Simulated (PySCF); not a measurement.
**Potential energy of LiS⁺ along the bond**

Set-up: Li def2-TZVP, S def2-TZVP; no relativity (PySCF 2.14). Energies in eV from Li⁺ + S in their ground configurations at the same level. State: ³Σ⁻ (triplet), unpaired electrons π ↑↑.

All columns are PBE0. A positive dipole points towards S; it is taken about the centre of mass and depends on that origin.

```csv
R (Å),E (eV),μ (D),Mulliken charge on Li (basis-dependent),HOMO (eV),LUMO (eV),Mayer bond order,⟨S²⟩
2.110,-0.578,-6.38,0.89,-14.39,-10.58,0.21,2.01
2.208,-0.716,-6.72,0.89,-14.23,-10.41,0.21,2.01
2.306,-0.790,-7.08,0.89,-14.06,-10.25,0.22,2.01
2.379,-0.816,-7.36,0.89,-13.92,-10.14,0.22,2.01
2.453,-0.823,-7.64,0.88,-13.78,-10.02,0.22,2.01
2.527,-0.816,-7.94,0.88,-13.65,-9.91,0.22,2.01
2.625,-0.791,-8.34,0.88,-13.46,-9.76,0.22,2.01
2.747,-0.745,-8.86,0.89,-13.23,-9.59,0.22,2.01
2.894,-0.678,-9.51,0.89,-12.96,-9.38,0.21,2.01
3.091,-0.585,-10.39,0.89,-12.62,-9.11,0.20,2.01
```

A fit through these points gives, at Re = 2.449 Å, μ = -7.63 D and dμ/dR = -3.94 D/Å; the reduced mass is 5.753 u.

Question: How strong is the fundamental in the double-harmonic approximation, I = 42.26·(dμ/dR)²/μred km/mol?

Answer: I = 42.26·(-3.94)²/5.753 = 114 km/mol at PBE0.

For an ion De counts to the pair picked by the measured ionisation energies or electron affinities, which need not be the lowest pair at this level. The state is the lowest determinant that a PBE0 search found; another state may lie lower at other levels.
